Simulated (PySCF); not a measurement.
## TDDFT excited states: ClH5Si2

Species: ClH5Si2.
Z-matrix (Å and degrees, PBE0-D3(BJ)/def2-SVP geometry), rows numbered from 1:
```
Si
Si  1  2.3410
Cl  2  2.0792  1  107.77
H   1  1.4961  2  109.73  3  -179.95
H   1  1.4934  2  109.48  3   -59.94
H   1  1.4935  2  109.47  3    60.05
H   2  1.4924  1  111.73  3  -118.93
H   2  1.4925  1  111.71  3   118.91
```

The calculation used TDDFT CAM-B3LYP/def2-SVPD, vertical, gas phase, core orbitals frozen in the response in PySCF 2.14.0, density-fitted response routines.

**Question.** List the vertical singlet excitations with oscillator strengths and describe the spectrum.

**Answer.** 

```tsv
state	E (eV)	E (hartree)	f	symmetry	main configurations (H = HOMO, L = LUMO)
S1	6.41	0.2356	0.015	A′	H→L (96%)
S2	7.16	0.2633	0.0033	A″	H-1→L (93%)
S3	7.38	0.2712	0.027	A″	H→L+3 (90%)
S4	7.54	0.2770	0.043	A′	H→L+1 (86%), H→L+2 (9%)
S5	7.80	0.2866	0.277	A′	H→L+2 (73%), H→L+4 (13%), H→L+1 (9%)
S6	8.22	0.3020	0.035	A′	H-2→L (52%), H-4→L (15%), H→L+4 (14%)
```

The lowest singlet comes at 193 nm (619 kJ/mol) in the vacuum ultraviolet; it is weak; its leading configuration is HOMO→LUMO (96%). The strongest level in the table is S5 at 7.80 eV (159 nm, f = 0.277). Löwdin shares by element: HOMO silicon 51%, chlorine 30%, hydrogen 5% or more; LUMO silicon 51%, chlorine 24%, hydrogen 8% or more (atoms not listed hold the other 17%). The listed states span 1.80 eV, and the widest gap between neighbours is 0.75 eV (S1 to S2). Orbital energies (eV): HOMO-3 -11.40, HOMO-2 -11.32, HOMO-1 -10.37, HOMO -9.54, LUMO 0.36, LUMO+1 0.95, LUMO+2 1.04. Weighted by f, the mean energy of these states is 7.72 eV. Symmetry labels in Cs follow from the direction of the transition dipole and are given only for states with f of 0.002 or more. Only the lowest 6 singlets were computed, as vertical energies without vibronic structure.

Rough CPU time on one thread of a shared machine: about 23 s (grids of density and orbitals included).
